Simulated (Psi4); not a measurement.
**BNH4 (BH2(NH2)): levels of theory compared**

Wanted: a comparison of 3 runs (PBE0-D3(0)/6-311+G*, MP2.5/DZVP) of BNH4 (BH2(NH2)). 

The results are computed with Psi4 1.11.

3 further runs of the same task are left out: 1 that didn't finish, 2 set aside as unsound or not needed.

## 1. Starting point

BNH4 has 6 atoms, charge 0, and is taken as a singlet. As SMILES, `[H]B([H])N`. Geometry: relaxed at GFN2-xTB.

Bond lengths: B1–N4 1.378 Å, B1–H2 1.171 Å, B1–H3 1.171 Å, N4–H5 1.007 Å, N4–H6 1.007 Å. Angles: B1–N4–H5 123.8°, B1–N4–H6 123.7°, H2–B1–N4 118.8°, H3–B1–N4 119.0°, H5–N4–H6 112.5°, H2–B1–H3 122.1°.

## 2. Energy and one-electron properties at PBE0-D3(0)/6-311+G(d) (DKH2, Cholesky decomposition, C-PCM chlorobenzene) (run 1)

Contents of calc.inp:

```
memory 1600 MB

molecule molecule1 {
  0 1
  B      0.341950     0.595150     0.003650
  H      1.330110     0.674300     0.627440
  H     -0.078600     1.496820    -0.614110
  N     -0.345390    -0.598720    -0.003870
  H     -1.199300    -0.750580    -0.515060
  H     -0.048780    -1.416960     0.501960
  symmetry c1
  no_reorient
  no_com
}

set {
  basis        6-311+G*
  scf_type     cd
  relativistic dkh
  dkh_order    2
  pcm          true
}

pcm = {
  Units = Angstrom
  Medium {
    SolverType = CPCM
    Solvent = Chlorobenzene
  }
  Cavity {
    Type = GePol
    RadiiSet = UFF
    Scaling = False
    Area = 0.3
    Mode = Implicit
  }
}

energy_value, wavefunction = energy('pbe0-d3', return_wfn=True)
oeprop(wavefunction, 'WIBERG_LOWDIN_INDICES', 'DIPOLE', 'MULTIPOLE(3)')
print_variables()
```

Command:

```bash
$ psi4 -i calc.inp -o calc.out -n 1
```

calc.out:

```text
[...]
  Running in c1 symmetry.
[...]
  Nuclear repulsion =   32.535476564421579
[...]
  Multiplicity = 1
[...]
  Nalpha       = 8
  Nbeta        = 8
[...]
    Number of basis functions: 56
[...]
   @RKS iter   1:   -81.72383140083144   -3.78264e-01   1.37838e-02 ADIIS/DIIS
[...]
   @RKS iter   7:   -81.98433138975633   -2.52075e-08   4.88641e-07 DIIS
[...]
  @RKS Final Energy:   -81.98433138975633
   => Energetics <=
    Nuclear Repulsion Energy =             32.5354765644215789
    One-Electron Energy =                -173.9333386466411184
    Two-Electron Energy =                  68.8279300314630405
    DFT Exchange-Correlation Energy =      -9.4095369500813302
    Empirical Dispersion Energy =          -0.0005273008184911
    VV10 Nonlocal Energy =                  0.0000000000000000
    PCM Polarization Energy =              -0.0043350881000045
    Total Energy =                        -81.9843313897563348
[...]
 Multipole Moments:
 ------------------------------------------------------------------------------------
     Multipole            Electronic (a.u.)      Nuclear  (a.u.)        Total (a.u.)
 ------------------------------------------------------------------------------------
 L = 1.  Multiply by 2.5417464519 to convert [e a0] to [Debye]
 Dipole X            :          0.8690515           -1.3314065           -0.4623551
 Dipole Y            :          1.4877529           -2.2898000           -0.8020471
 Dipole Z            :          0.0113212           -0.0162705           -0.0049494
 Magnitude           :                                                    0.9257842
[...]
```

Wall time 7.8 s (1 thread of Intel Xeon Platinum 8488C (Sapphire Rapids), shared host); peak memory 0.44 GiB.

## 3. Energy and one-electron properties at PBE0-D3(0)/6-311+G(d) (DKH2, density fitting, C-PCM chlorobenzene) (run 2)

Contents of bh4n.sdf:

```

     RDKit          3D

  6  5  0  0  0  0  0  0  0  0999 V2000
    0.3419    0.5951    0.0037 B   0  0  0  0  0  0  0  0  0  0  0  0
    1.3301    0.6743    0.6274 H   0  0  0  0  0  0  0  0  0  0  0  0
   -0.0786    1.4968   -0.6141 H   0  0  0  0  0  0  0  0  0  0  0  0
   -0.3454   -0.5987   -0.0039 N   0  0  0  0  0  0  0  0  0  0  0  0
   -1.1993   -0.7506   -0.5151 H   0  0  0  0  0  0  0  0  0  0  0  0
   -0.0488   -1.4170    0.5020 H   0  0  0  0  0  0  0  0  0  0  0  0
  2  1  1  0
  3  1  1  0
  4  1  1  0
  5  4  1  0
  6  4  1  0
M  END
$$$$
```

Contents of calc.py:

```python
import psi4
from rdkit import Chem

psi4.set_memory(1600000000)
psi4.set_num_threads(1)
psi4.set_output_file('bh4n.out', False)

rd = Chem.SDMolSupplier('bh4n.sdf', removeHs=False, sanitize=False)[0]
xyz = rd.GetConformer().GetPositions()
atoms = '\n'.join(f'{a.GetSymbol()} {x:.4f} {y:.4f} {z:.4f}' for a, (x, y, z) in zip(rd.GetAtoms(), xyz))
geom = psi4.geometry('0 1\n' + atoms + '\nsymmetry c1\nno_reorient\nno_com')

psi4.set_options({
    'basis': '6-311+G*',
    'scf_type': 'df',
    'relativistic': 'dkh',
    'dkh_order': 2,
    'pcm': True,
})
psi4.pcm_helper("""
  Units = Angstrom
  Medium {
    SolverType = CPCM
    Solvent = Chlorobenzene
  }
  Cavity {
    Type = GePol
    RadiiSet = UFF
    Scaling = False
    Area = 0.3
    Mode = Implicit
  }
""")

result, w = psi4.energy("PBE0-D3", molecule=geom, return_wfn=True)
psi4.oeprop(w, "WIBERG_LOWDIN_INDICES", "DIPOLE", "MULTIPOLE(3)", title="PBE0-D3")
print('E =', round(result, 9))
```

Command:

```bash
$ python calc.py
```

bh4n.out:

```text
[...]
  Running in c1 symmetry.
[...]
  Nuclear repulsion =   32.535995013667282
[...]
  Multiplicity = 1
[...]
  Nalpha       = 8
  Nbeta        = 8
[...]
    Number of basis functions: 56
[...]
   @DF-RKS iter   1:   -81.72379477293735   -3.78186e-01   1.37837e-02 ADIIS/DIIS
[...]
   @DF-RKS iter   7:   -81.98430149621311   -2.52659e-08   4.89030e-07 DIIS
[...]
  @DF-RKS Final Energy:   -81.98430149621311
   => Energetics <=
    Nuclear Repulsion Energy =             32.5359950136672822
    One-Electron Energy =                -173.9344538928671113
    Two-Electron Energy =                  68.8285843107960034
    DFT Exchange-Correlation Energy =      -9.4095650683878347
    Empirical Dispersion Energy =          -0.0005272755544994
    VV10 Nonlocal Energy =                  0.0000000000000000
    PCM Polarization Energy =              -0.0043345838669329
    Total Energy =                        -81.9843014962131065
[...]
 Multipole Moments:
 ------------------------------------------------------------------------------------
     Multipole            Electronic (a.u.)      Nuclear  (a.u.)        Total (a.u.)
 ------------------------------------------------------------------------------------
 L = 1.  Multiply by 2.5417464519 to convert [e a0] to [Debye]
 Dipole X            :          0.8697161           -1.3320679           -0.4623518
 Dipole Y            :          1.4879674           -2.2901591           -0.8021917
 Dipole Z            :          0.0114037           -0.0162516           -0.0048480
 Magnitude           :                                                    0.9259073
[...]
```

The script printed:

```text
E = -81.984301496
```

It took 9 s on 1 thread of Intel Xeon Platinum 8488C (Sapphire Rapids), shared host; peak memory 0.47 GiB.

## 4. The energy at MP2.5/DZVP (run 3)

Contents of bh4n.in:

```
memory 1600 MB

molecule mol {
  0 1
  B      0.341950     0.595150     0.003650
  H      1.330110     0.674300     0.627440
  H     -0.078600     1.496820    -0.614110
  N     -0.345390    -0.598720    -0.003870
  H     -1.199300    -0.750580    -0.515060
  H     -0.048780    -1.416960     0.501960
}

set scf_type pk
set mp_type conv

energy("mp2.5/DZVP")
```

Command:

```bash
$ psi4 -n 1 bh4n.in bh4n.out
```

bh4n.out:

```text
[...]
  Running in c1 symmetry.
[...]
  Nuclear repulsion =   32.535476564421572
[...]
  Multiplicity = 1
[...]
  Nalpha       = 8
  Nbeta        = 8
[...]
    Number of basis functions: 36
[...]
   @RHF iter   1:   -81.40911968901469   -7.06528e-01   1.05817e-02 DIIS/ADIIS
[...]
   @RHF iter  10:   -81.48521310955294   -3.33955e-12   5.62988e-09 DIIS
[...]
  @RHF Final Energy:   -81.48521310955294
   => Energetics <=
    Nuclear Repulsion Energy =             32.5354765644215718
    One-Electron Energy =                -173.6968474352300973
    Two-Electron Energy =                  59.6761577612555811
    Total Energy =                        -81.4852131095529444
[...]
 Multipole Moments:
 ------------------------------------------------------------------------------------
     Multipole            Electronic (a.u.)      Nuclear  (a.u.)        Total (a.u.)
 ------------------------------------------------------------------------------------
 L = 1.  Multiply by 2.5417464519 to convert [e a0] to [Debye]
 Dipole X            :         -0.1356556           -0.2191257           -0.3547813
 Dipole Y            :         -0.2285007           -0.3866503           -0.6151510
 Dipole Z            :         -0.0018289           -0.0019290           -0.0037579
 Magnitude           :                                                    0.7101371
[...]
	SCS-MP2 Total Energy (a.u.)        :   -81.72788999075540
	SOS-MP2 Total Energy (a.u.)        :   -81.72775015614536
	SCSN-MP2 Total Energy (a.u.)       :   -81.58445879060227
[...]
	SOS-PI-MP2 Total Energy (a.u.)     :   -81.74640685203708
[...]
	MP2 Total Energy (a.u.)            :   -81.72816965997548
[...]
```

Wall time 4.2 s (1 thread of Intel Xeon Platinum 8488C (Sapphire Rapids), shared host); peak memory 0.2 GiB.

## 5. Overview of the runs

| run | level | integrals | integral approximation | energy (Eh) | dipole moment (D) | HOMO energy (eV) | LUMO energy (eV) | wall time |
| --- | --- | --- | --- | --- | --- | --- | --- | --- |
| 1 | PBE0-D3(0)/6-311+G* (DKH2, Cholesky decomposition, C-PCM chlorobenzene) | cd | Cholesky | -81.984331 | 2.35 | -8.63 | 0.07 | 7.8 s |
| 2 | PBE0-D3(0)/6-311+G* (DKH2, density fitting, C-PCM chlorobenzene) | df | program's default | -81.984301 | 2.35 | -8.63 | 0.07 | 9 s |
| 3 | MP2.5/DZVP | pk | none | -81.737243 | – | -11.97 | 3.56 | 4.2 s |

## 6. Results

| quantity | value |
| --- | --- |
| run 3: total energy | -81.73724 Eh |
| run 3: HOMO energy (Hartree–Fock orbitals) | -11.97 eV |
| run 3: LUMO energy (Hartree–Fock orbitals) | 3.56 eV |
| run 3: HOMO–LUMO gap (Hartree–Fock orbitals) | 15.53 eV |
| run 3: correlation energy | -252.0 mEh |

All runs together took 21 s, the longest 9 s.
